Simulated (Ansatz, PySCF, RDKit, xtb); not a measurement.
**[C3H2]−: from the formula to a structure**

Given the formula [C3H2]− (charge -1, odd number of electrons) and nothing else, which arrangement of the atoms is the most stable in the gas at 600 K, and what are its properties?

The funnel: GFN2-xTB relaxations, single points with a density functional, relaxations at PBE0-D3(BJ)/def2-SVPD, harmonic vibrations, and a last energy at a higher level. All values are calculated.

3 further runs of the same task are left out: 3 set aside as unsound or not needed.

## (1) Possible bonding patterns

A program enumerates the bonding patterns with one Lewis structure each (two rings at most, one unusual centre or charged pair), with their diastereomers. O–O, O–halogen and N–halogen bonds and N–N–N chains are not drawn. That gives 4 candidates.

```
label        SMILES     spin
 c187   [C]1=[C-]C1  doublet
 c345  [CH]=C=[CH-]  doublet
 c653   [C]#C[CH2-]  doublet
 c654  [C]1=C[CH-]1  doublet
```

Candidates are built by distance geometry, with a force field where one applies, in up to four conformers (letters a to d). 6 starts with atoms placed at random are added, to find patterns that the rules miss.

Q: Predict the outcome of this search (final energies at CCSD(T)/def2-SVPD + MP2/def2-TZVPPD - MP2/def2-SVPD).

| quantity | value |
| --- | --- |
| lowest structure found | [C]#C[CH2-], doublet, C2v |
| next finalist | [CH]=C=[CH-], doublet, 11.7 kcal/mol higher in G |
| share at equilibrium, among the finalists | 100.0 % |
| harmonic wavenumbers, lowest and highest (PBE0-D3(BJ)/def2-SVPD) | 320 and 3145 cm⁻¹ |
| rotational constants, same geometry | 9.67, 0.343, 0.3312 cm⁻¹ |
| HOMO energy (highest over α and β) (PBE0/def2-TZVPD) | 0.17 eV |
| LUMO energy (lowest over α and β) (PBE0/def2-TZVPD) | 3.57 eV |
| lowest excitation (TD-CAM-B3LYP/def2-SVPD) | 2.43 eV (f = 0.000) |
| strongest of the states computed, same level | 4.24 eV (f = 0.069) |
| vertical detachment energy | 1.99 eV |
| vertical quartet less doublet | +4.19 eV |

`[C]#C[CH2-]` comes out lowest. The margin of 11.7 kcal/mol over the next finalist is beyond the usual error of the last level; it says nothing of structures that weren't ranked. GFN2-xTB, HF/STO-3G, r2SCAN-D4/def2-SVPD, PBE0-D3(BJ)/def2-SVPD, HF/def2-SVPD and MP2/def2-SVPD already put its bonding pattern lowest among the structures in one piece. In an anion, excitations above the detachment energy lie in the continuum and hang on the basis, so they needn't be bound states. The stability test raises a flag; for an open shell a flag towards a general spinor solution can be the free rotation of the spin. Lowest found is not proven lowest: the search is finite, and each finalist counts with one conformer.
